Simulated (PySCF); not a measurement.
Compound: C6H5 (charge +1).
Geometry (GFN2-xTB, Å), atoms numbered from 1 in this order:
```xyz
11
C6H5 angstrom
C     -2.176    1.301   -0.725
C     -1.507    0.396   -0.320
C     -0.699   -0.707    0.170
C      0.669   -0.371    0.426
C      1.959   -0.714    0.834
C      1.705    0.566    0.444
H     -2.777    2.085   -1.082
H     -0.727   -1.546   -0.544
H     -1.140   -1.124    1.090
H      2.652   -1.446    1.190
H      2.047    1.564    0.276
```

The closed-shell ground state was solved at several levels (PySCF, density fitting, gas phase, non-relativistic).

| level | basis functions | total energy (Eh) | HOMO (eV) | LUMO (eV) | gap (eV) |
| --- | --- | --- | --- | --- | --- |
| CAM-B3LYP/def2-SVPD | 160 | -230.9024 | -13.57 | -6.01 | 7.56 |
| PBE0/pcSseg-1 | 127 | -230.8876 | -12.21 | -7.26 | 4.95 |

(1) What might B3LYP/pcJ-1 (212 basis functions) give for the same quantities?

(2) Over all these levels, which gives the widest orbital gap and which the narrowest?

Results:

(1) Total energy -231.2139 Eh, HOMO -11.95 eV, LUMO -7.50 eV, gap 4.45 eV.

(2) CAM-B3LYP/def2-SVPD (range-separated hybrid) has the widest, 7.56 eV, and B3LYP/pcJ-1 (global hybrid, 20 % exact exchange) the narrowest, 4.45 eV. Functional and basis both differ between the two, so the spread mixes both effects.

One conformer stands for the species.
